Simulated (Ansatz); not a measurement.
# [NH4]+ (ammonium) at 6 levels

Aim: a comparison of 6 runs (PBE/6-31G, RPA@PBE/6-31G, UMP2/3-21G, CCSDT(Q)/6-31G, CCSD/3-21G, UCCSD(T)/3-21G) of [NH4]+ (ammonium). 

The results are computed with Ansatz 0.2.0.

2 further runs of the same task are left out: 1 that didn't finish, 1 set aside as unsound or not needed.

## Step 1: The structure to begin with

[NH4]+: 5 atoms, total charge +1, spin state singlet. SMILES: `[NH4+]`. The H2–N1 distance was set to 2.574 Å, away from the relaxed value. At this shape a bond of the SMILES string is far longer than usual.

Bond lengths: N1–H3 1.029 Å, N1–H4 1.030 Å, N1–H5 1.030 Å. Angles: H3–N1–H4 109.5°, H3–N1–H5 109.4°, H4–N1–H5 109.5°.

## Step 2: A single-point energy at PBE/6-31G (run 1)

The input, in.yaml:

```yaml
crystal:
  periodic: [false, false, false]
  atoms:
    - symbol: "N"
      position_ang: [-0.683588, 0.676188, -1.208469]
    - symbol: H
      position_ang: [0.455870, -0.450720, 0.805650]
    - symbol: H
      position_ang: [-1.661568, 0.893678, -0.971909]
    - symbol: H
      position_ang: [-0.659588, 0.038788, -2.016679]
    - symbol: H
      position_ang: [-0.185788, 1.546618, -1.442429]
basis:
  gaussian:
    orbitals: 6-31G
total_charge: 1
hamiltonian:
  xc: pbe
accuracy: high
```

The run is started by

```bash
$ ansatz run in.yaml --threads 1 --pin off --max-ram 2610MiB --events-out events.jsonl --progress --plain --runs-dir runs
```

The program printed:

```text
Warning: RAYON_NUM_THREADS=1 ignored (pool sized by the plan → 1); use --threads N
Functional definition: PBE
  name "PBE"
  parameter kappa = 0.804
  parameter beta = 0.06672455060314922
  exchange = pbe_x(kappa = kappa, mu = beta*pi^2/3)
  correlation = pbe_c(beta = beta)
408 factors; integrals over basis functions are off by at most 3.2e-9 eV
mean field evaluation 1: about -1517.4383 eV, gradient 9.9e1 eV
mean field evaluation 2: about -1465.1388 eV, gradient 1.3e2 eV
mean field evaluation 4: about -1521.4252 eV, gradient 5.2e1 eV
mean field evaluation 8: about -1540.0933 eV, gradient 7.4e0 eV
mean field evaluation 16: about -1540.3703 eV, gradient 1.4e-4 eV
mean field -1540.37025386 eV, -56.6075627291 hartree, gradient 3.9e-9 eV, S^2 0.000000; 0 other end points of the search recorded, 0 dependent functions left out
reference -1540.37025559 eV, -56.6075627926 hartree; 5, 5 occupied and 12, 12 virtual orbitals, 408 factors
Total energy: -1540.37025559 eV, -56.6075627926 hartree
```

Run time: 0.35 s. Hardware: 1 thread of Intel Xeon 6975P-C (Granite Rapids), shared host.

## Step 3: A single-point energy at RPA@PBE/6-31G (run 2)

The input, run.yaml:

```yaml
crystal:
  periodic: [false, false, false]
  atoms:
    - {symbol: N, position_ang: [-0.683588, 0.676188, -1.208469]}
    - {symbol: H, position_ang: [0.455870, -0.450720, 0.805650]}
    - {symbol: H, position_ang: [-1.661568, 0.893678, -0.971909]}
    - {symbol: H, position_ang: [-0.659588, 0.038788, -2.016679]}
    - {symbol: H, position_ang: [-0.185788, 1.546618, -1.442429]}
basis:
  gaussian:
    orbitals: 6-31G
total_charge: 1
hamiltonian:
  xc: pbe
correlation:
  method: rpa
  frozen_orbitals: {H: 0, "N": 1}
accuracy: high
```

The run is started by

```bash
$ ansatz run run.yaml --threads 1 --pin off --max-ram 2610MiB --events-out events.jsonl --progress --plain --runs-dir runs
```

The program printed, cut to the lines that bear on the results:

```text
Warning: RAYON_NUM_THREADS=1 ignored (pool sized by the plan → 1); use --threads N
Functional definition: PBE
  name "PBE"
[...]
408 factors; integrals over basis functions are off by at most 3.2e-9 eV
[...]
mean field -1540.37025386 eV, -56.6075627291 hartree, gradient 9.6e-9 eV, S^2 0.000000; 1 other end points of the search recorded, 0 dependent functions left out; unrestricted orbitals would lower it
[...]
unrestricted determinant -1532.99033788 eV, -56.3363558188 hartree, S^2 0.9449
1 core orbitals not correlated: weight in the atoms' cores, before any rotation towards them, 1.000 or more for the frozen orbitals, at most 0.000 for the correlated occupied ones
reference -1530.45403025 eV, -56.2431482327 hartree; 4, 4 occupied and 12, 12 virtual orbitals, 408 factors
Total energy: -1538.14523323 eV, -56.5257947289 hartree
```

Run time: 0.7 s. Hardware: 1 thread of Intel Xeon 6975P-C (Granite Rapids), shared host.

Runs 3 to 5 aren't shown in full; the table further down has their settings and results.

## Step 4: The energy at UCCSD(T)/3-21G (run 6)

The input, molecule.yaml:

```yaml
crystal:
  periodic: [false, false, false]
  atoms:
    - symbol: "N"
      position_ang: [-0.683588, 0.676188, -1.208469]
    - symbol: H
      position_ang: [0.455870, -0.450720, 0.805650]
    - symbol: H
      position_ang: [-1.661568, 0.893678, -0.971909]
    - symbol: H
      position_ang: [-0.659588, 0.038788, -2.016679]
    - symbol: H
      position_ang: [-0.185788, 1.546618, -1.442429]
basis:
  gaussian: {orbitals: 3-21G.json}
total_charge: 1
magnetization: {spin_polarized: true, initial_magnetization: 0}
correlation: {method: ccsd_t, frozen_orbitals: {H: 0, "N": 1}}
accuracy: high
scf: {omitted_lower_state_checks: [cluster_reference, increment]}
```

The basis set 3-21G is read from a file made from the Basis Set Exchange's data (not shown).

The run is started by

```bash
$ ansatz run molecule.yaml --threads 1 --pin off --max-ram 2610MiB --events-out events.jsonl --progress --plain --runs-dir runs
```

The program printed, cut to the lines that bear on the results:

```text
Warning: RAYON_NUM_THREADS=1 ignored (pool sized by the plan → 1); use --threads N
Functional definition: HF
  name "HF"
[...]
330 factors; integrals over basis functions are off by at most 1.7e-8 eV
[...]
mean field -1525.27858336 eV, -56.0529540674 hartree, gradient 1.9e-8 eV, S^2 0.951343; 7 other end points of the search recorded, 0 dependent functions left out
1 core orbitals not correlated: weight in the atoms' cores, before any rotation towards them, 1.000 or more for the frozen orbitals, at most 0.000 for the correlated occupied ones
reference -1525.27858336 eV, -56.0529540674 hartree; 4, 4 occupied and 12, 12 virtual orbitals, 330 factors
second order -2.48653052 eV of doubles, -0.00000000 eV of singles
cycle   1  -2.75583517 eV  change   -2.7e-1 eV  update   4.5e-2
[...]
cycle  30  -3.02189611 eV  change   3.6e-10 eV  update  3.1e-10
perturbative correction -0.07973154 eV, -0.0029300802 hartree
Total energy: -1528.38021101 eV, -56.1669367812 hartree
Checks for a lower state left out: cluster_reference, increment
```

It took 0.18 s on 1 thread of Intel Xeon 6975P-C (Granite Rapids), shared host.

## Step 5: All runs side by side

```csv
run,level,frozen core orbitals,energy (Eh),wall time
1,PBE/6-31G,–,-56.607563,0.35 s
2,RPA@PBE/6-31G,1,-56.525795,0.7 s
3,UMP2/3-21G,1,-56.144332,0.08 s
4,CCSDT(Q)/6-31G,1,-56.455581,0.22 s
5,CCSD/3-21G,1,-56.161095,0.08 s
6,UCCSD(T)/3-21G,1,-56.166937,0.18 s
```

## Step 6: Results

| quantity | value |
| --- | --- |
| run 6: total energy | -56.16694 Eh |
| run 6: correlation energy (1 core orbital frozen) | -114.0 mEh |
| run 6: (T) correction | -2.93 mEh |
| run 6: ⟨S²⟩ of the reference determinant | 0.951 |
| run 6: T1 diagnostic | 0.052 |

In run 5 the T1 diagnostic is large, so a single reference may not serve. In runs 2, 4, 5 the log says that unrestricted orbitals would lower the reference, so the values rest on an unstable closed-shell determinant (other closed-shell runs at this shape may share the fault). Spin contamination of the reference: run 3 ⟨S²⟩ = 0.95, run 6 ⟨S²⟩ = 0.95. Where it is this large, the reference is a mixture of spin states, and values that rest on it are in doubt. All runs together took 1.6 s, the longest 0.7 s.
